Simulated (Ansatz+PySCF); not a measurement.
Values are calculated unless marked as measured or tabulated.
## Ansatz (development build ahead of 0.2.0) run

```yaml
crystal:
  periodic: [false, false, false]
  atoms:
    - { symbol: Li, position_ang: [0.0, 0.0, 0.0] }
    - { symbol: F, position_ang: [30.0, 0.0, 0.0] }
basis:
  gaussian: { orbitals: cc-pVDZ }
hamiltonian:
  xc: r2scan
scf:
  omitted_lower_state_checks: [stability, starts, atomic_configurations, cluster_reference, orbital_swaps, given_window_search, neighbouring_geometries, increment]
```

The input is written out in the form of the current development build from the run's settings.

Output:

| Item | Value |
| --- | --- |
| Converged | yes |
| Total energy | -107.15528 hartree |

Caution: charge can spread falsely over distant fragments; an unrestricted determinant lies well below.
